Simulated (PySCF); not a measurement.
`[BH3-]O`: 4 charge schemes on one density

BH4O (charge -1).
Geometry (PBE0-D3(BJ)/def2-SVP, Å), atoms numbered from 1 in this order:
```xyz
6
BH4O angstrom
B     -0.3354   -0.0012   -0.0206
O      1.0231   -0.4547   -0.4223
H     -0.5263    1.2442   -0.2158
H     -1.1899   -0.6217   -0.7028
H     -0.5983   -0.2230    1.2072
H      1.6331    0.0604    0.1111
```

Density: PBE0/pcSseg-1 (PySCF); schemes: Mulliken, IAO, Hirshfeld and ESP-fitted. Geometry: PBE0-D3(BJ)/def2-SVP; no solvent, vibrations or thermal averaging. The pcSseg-1 basis has no diffuse functions, a weakness for an anion.

What partial charge does each atom carry?

In e; atoms taken as equivalent share a row and are averaged (×n: the atom named and its like, n in all):

```csv
atom,environment,Mulliken,IAO,Hirshfeld,ESP-fitted
B1,four-coordinate boron,+0.135,-0.263,-0.153,+0.447
O2,boron-bound oxygen,-0.570,-0.674,-0.385,-0.796
H3/H4/H5,B–H hydrogen,-0.247,-0.121,-0.189,-0.334
H6,hydroxyl hydrogen,+0.175,+0.301,+0.103,+0.351
```

Mean size of the charges over all atoms: ESP-fitted 0.432 e, Mulliken 0.270 e, IAO 0.267 e, Hirshfeld 0.201 e. Each set sums to the total charge, -1, to within 0.001 e. The Mulliken scheme gives each basis function's population to the atom it is centred on and halves the overlap population of two atoms between them. The Hirshfeld scheme weights the molecular density at each point by an atom's share of the summed free-atom densities.

Some averages cover members that differ in this geometry: H3/H4/H5, ESP-fitted -0.359 to -0.286; H3/H4/H5, Mulliken -0.264 to -0.212; H3/H4/H5, IAO -0.134 to -0.097 e.

Lowest charge. All schemes agree: Mulliken O2 (-0.570); IAO O2 (-0.674); Hirshfeld O2 (-0.385); ESP-fitted O2 (-0.796).

Highest charge. The schemes don't all agree: Mulliken H6 (+0.175); IAO H6 (+0.301); Hirshfeld H6 (+0.103); ESP-fitted B1 (+0.447).

Sum the charges by element, for elements with more than one atom.

| element | atoms | Mulliken | IAO | Hirshfeld | ESP-fitted |
| --- | --- | --- | --- | --- | --- |
| H | 4 | -0.565 | -0.063 | -0.463 | -0.651 |

How many electrons does the ESP-fitted scheme count on B1?

Z − q = 5 − (+0.447) ≈ 4.554.
